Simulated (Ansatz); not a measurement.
System: bcc Na. Method: BLYP (PAW; Ansatz, a program for electronic structure).

Run with plane-wave cutoff 520 eV, 18×18×18 k mesh, Fermi–Dirac smearing 0.05 eV, scalar-relativistic PAW data made under PBE.

Cell (relaxed at this level):

```cif
data_Na2
_chemical_formula_sum 'Na2'
_space_group_name_H-M_alt 'Im-3m'
_space_group_IT_number 229
_space_group_name_Hall '-I 4 2 3'
_cell_length_a 4.20666
_cell_length_b 4.20666
_cell_length_c 4.20666
_cell_angle_alpha 90.000
_cell_angle_beta 90.000
_cell_angle_gamma 90.000
loop_
_atom_site_label
_atom_site_type_symbol
_atom_site_symmetry_multiplicity
_atom_site_Wyckoff_symbol
_atom_site_fract_x
_atom_site_fract_y
_atom_site_fract_z
_atom_site_occupancy
Na1 Na 2 a 0.00000 0.00000 0.00000 1
```
(The calculation used a cell of 1 atom; values per cell refer to that cell.)

Question: Give the computed bulk modulus B0 and pressure derivative B′ of the bulk modulus.

Answer: 
- bulk modulus B0: 7.22 GPa
- pressure derivative B′ of the bulk modulus: 3.9

The run finds no gap.

Measured, for comparison: bulk modulus 7.9 GPa (0 K value with the zero-point phonon effect removed, our sources range from 7.63 to 7.91; as tabulated in Mejia-Rodriguez and Trickey (2018), arXiv:1807.09216). Computed (rounded) less measured: bulk modulus -9 % (-5 % to -9 % over the range).

Cost on a shared machine: very roughly 40 core-seconds.
